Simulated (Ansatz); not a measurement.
# SiCF+ (triplet): wave-function methods side by side, def2-TZVPP

An exercise on one series of results from a longer session: the logs are not shown, and one member is left open.

The runs use Ansatz 0.2.0, Gaussian basis; def2-TZVPP, core rule «outside noble gas», up to 7 orbitals frozen.

The runs, in order: UHF; ROHF; CCSD(T) on UHF.

2 further runs of the same task are left out: 2 set aside as unsound or not needed.

### What is computed

The geometry is a PBE0/def2-TZVP stationary point (not a proven minimum) of the parent state, kept for this charge and spin.

3 atoms, charge 1, spin multiplicity 3.

Atoms are counted from 1 here; the program's logs count them from 0.

Bond lengths: C1–Si2 1.730 Å, Si2–F3 1.588 Å. Angles: C1–Si2–F3 180.0°.

The first run:

in.yaml reads:

```yaml
crystal:
  periodic: [false, false, false]
  atoms:
    - {symbol: C, position_ang: [0.000000, 0.000000, 1.682800]}
    - {symbol: Si, position_ang: [0.000000, 0.000000, -0.047400]}
    - {symbol: F, position_ang: [0.000000, 0.000000, -1.635400]}
basis:
  gaussian: {orbitals: def2-TZVPP}
total_charge: 1
magnetization: {spin_polarized: true, initial_magnetization: 2}
hamiltonian: {xc: hf}
output: {orbitals: {seedname: orbitals}}
```

On the command line:

```
> ansatz run in.yaml --threads 1 --pin off --events-out ev --progress --plain --max-ram 4096MiB --backend cpu
```

Among the steps run: UHF; ROHF; CCSD(T) on UHF.

One table of the session follows, with a row left open; its other results are not shown here.

| method | from UCCSD(T) (kJ/mol) |
| --- | --- |
| ROHF | ? |
| UHF | +1249.4 |
| UMP2 | +131.1 |
| UCCSD | +57.6 |
| UCCSD(T) | 0 |

**Question.** Estimate the row for ROHF.

The run gave: from UCCSD(T) (kJ/mol): +1265.8. In the column «from UCCSD(T) (kJ/mol)» it is the highest.
